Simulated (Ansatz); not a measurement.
System: SiO, charge 1, doublet. SiO+ (parent SMILES [O+]#[Si-], doublet).
B3LYP-D3(BJ)/def2-TZVP minimum from Ansatz (a quantum-chemistry and plane-wave program):
```xyz
2

Si     0.0000     0.0000    -0.5538
O      0.0000     0.0000     0.9691
```
Charge +1, spin multiplicity 2.

Total energies in aug-cc-pV(Q+d)Z, 9 correlated electrons, 6 frozen orbitals. Radicals and triplets start from unrestricted determinants; spin-orbit coupling is neglected. Cores are frozen in correlated methods. No relativity. The UHF reference of OSi+ (parent SMILES [O+]#[Si-], doublet) is spin-contaminated (<S^2> up to 0.05 over the pure value in the sets run). The determinant of OSi+ (parent SMILES [O+]#[Si-], doublet) is a saddle point of the SCF energy; a lower one exists, which strains HF and MP2.

```
method    program  energy (Eh)  minus CCSDT(Q) (mEh)
--------  -------  -----------  --------------------
HF         Ansatz   -363.47086                342.36
MP2        Ansatz   -363.76717                 46.05
CCSD       Ansatz   -363.79183                 21.40
CCSD(T)    Ansatz   -363.80868                  4.54
CCSDT(Q)   Ansatz   -363.81322                  0.00
```
